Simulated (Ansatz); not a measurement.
For rock-salt SrO, LDA (plane waves, PAW; Ansatz, an electronic-structure program) gives:

- equilibrium lattice constant a = 5.064 Å
- bulk modulus B0 = 104 GPa
- cohesive energy = 5.93 eV/atom
- zone-centre TO phonon frequency = 216 cm⁻¹
- elastic constant C11 = 209 GPa
- elastic constant C44 = 56.0 GPa
- Voigt–Reuss–Hill shear modulus = 64.1 GPa

### Question
What does r²SCANh (Ansatz, plane waves, PAW) give for the same quantities?

### Answer

- lattice constant a: 5.150 Å (grows by 1.7 %)
- bulk modulus: 95.6 GPa (drops by 8.1 %)
- cohesive energy: 5.19 eV/atom (shrinks by 0.74 eV/atom)
- zone-centre TO phonon frequency: 218 cm⁻¹ (stays essentially unchanged)
- elastic constant C11: 186 GPa (shrinks by 11 %)
- elastic constant C44: 56.4 GPa (goes up by 0.7 %)
- Voigt–Reuss–Hill shear modulus: 60.8 GPa (drops by 5.1 %)

For comparison: lattice constant a 5.16 Å (measured, 300 K, no zero-point or thermal correction; as tabulated in Santana et al. (2016), arXiv:1608.06321); bulk modulus 91 GPa (measured, 300 K, not corrected to a static lattice; as tabulated in Santana et al. (2016), arXiv:1608.06321); cohesive energy 5.23 ± 0.03 eV/atom (worked out here from tabulated enthalpies at 298 K, copied from a table, unchecked, brought to a static lattice with a Debye model, atoms in their spin–orbit ground levels; inputs from the CRC Handbook); zone-centre TO phonon frequency 224 cm⁻¹ (measured, temperature not stated, no zero-point or thermal correction; as tabulated in Roshan et al. (2021), arXiv:2110.13857); elastic constant C11 175 GPa (measured, temperature not stated, not corrected to a static lattice; as tabulated in Oses et al. (2018), arXiv:1811.08464); elastic constant C44 55.9 GPa (measured, temperature not stated, no zero-point or thermal correction; as tabulated in Oses et al. (2018), arXiv:1811.08464).

Changes are worked out from the printed values.

Unless a cell is named, each level is at its own relaxed cell (LDA 16.23, r²SCANh 17.08 Å³/atom).

Ansatz's density-functional and Hartree–Fock values are scalar-relativistic unless marked +SOC, with PAW data made under PBE.
